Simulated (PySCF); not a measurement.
# Identify the compound

The spectra below were simulated for a compound C4H6.

¹H NMR (400 MHz, computed): δ 2.25 (m, 2H), 1.53 (t, 1H), 1.14 (t, 3H).

¹³C{¹H} NMR (computed): δ 89.9 (C), 71.8 (CH), 16.9 (CH3), 16.2 (CH2).

PySCF calculation with PBE0-D3(BJ)/def2-TZVP geometry and shieldings: GIAO B97-2/pcSseg-2; single conformer, averaged over atoms made equivalent by symmetry, fast rotation or ring inversion, isolated molecule, non-relativistic Hamiltonian.

References, each an isolated molecule treated in the same way: TMS for ¹H, ¹³C.

Deduce the structure.

Results:


- Rings plus π bonds: 2 (no ring in the answer).
- 4 carbon signals for 4 carbons: no two carbons are equivalent.
- Carbon types of the structure: 1 × C, 1 × CH, 1 × CH2, 1 × CH3, which accounts for all hydrogens.
- δC 89.9: alkyne carbon; the triple bond shields along its axis, which puts it between sp3 and sp2 carbons.
- δC 71.8: terminal alkyne carbon; sp carbons lie upfield of alkene carbons because the cylindrical π system leaves one tensor component strongly shielded.
- δC 16.9: methyl carbon; a saturated carbon with 1 carbon neighbour and no heteroatom attached.
- δC 16.2: propargylic sp3 CH2; saturated and bonded to C and H only.
- δH 2.25: hydrogen on a propargylic sp3 CH2.
- δH 1.53: hydrogen on a terminal alkyne carbon; it lies on the axis of the triple bond, in its shielding cone.
- δH 1.14: hydrogen on a methyl carbon.

Structure: 1-Butyne (SMILES CCC#C).

Shifts are as computed. Against solution values, carbons near 30 ppm lie about +3 ppm off and those near 130 ppm about +7 ppm. Of 1211 compounds with measured shifts, 218 miss one by over three times the rms of a fit or turn the order of signals round; such compounds aren't used in these exercises. No couplings were computed; multiplicities are counted from neighbouring protons, with m where these are inequivalent, close in shift, in a saturated or five-membered ring or joined by F or P, and br s for small geminal =CH2 splittings.
